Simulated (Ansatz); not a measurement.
# BClO (boron chloride oxide): where methods fail along a bond

BClO has 3 atoms, charge 0, and is taken as a singlet. As SMILES, `O=BCl`. The shape is that of a GFN2-xTB optimisation.

```xyz
3

O     1.0196    0.6062    0.6270
B     0.1131    0.0666    0.0695
Cl   -1.1326   -0.6728   -0.6965
```

The O1–B2 distance is scanned; the parts on either side stay rigid. Basis STO-3G, 7 core orbitals frozen in the correlated methods; program Ansatz 0.2.0. FCI is exact within this basis and core. Energies in eV from each method's value at 1.193 Å; methods without a U are spin-restricted. The shape above is that at 1.193 Å.

| distance (Å) | B3LYP | r2SCAN0 | wB97X | wB97M-V | HSE06 | BCCD(T) | FCI |
| --- | --- | --- | --- | --- | --- | --- | --- |
| 1.193 | 0.00 | 0.00 | 0.00 | 0.00 | 0.00 | 0.00 | 0.00 |
| 1.492 | 2.19 | 2.51 | 2.45 | 2.44 | 2.33 | 2.05 | 2.06 |
| 2.386 | 10.84 | 11.26 | 11.14 | 11.07 | 11.22 | 10.23 | 9.43 |
| 2.983 | 12.04 | 12.24 | 12.01 | 11.94 | 12.35 | 10.55 | 10.04 |

Departure from the FCI curve at its largest: B3LYP +2.00 eV at 2.98 Å; r2SCAN0 +2.20 eV at 2.98 Å; wB97X +1.96 eV at 2.98 Å; wB97M-V +1.90 eV at 2.98 Å; HSE06 +2.31 eV at 2.98 Å; BCCD(T) +0.81 eV at 2.39 Å. Restricted functionals keep the electrons paired too, and rise too high.
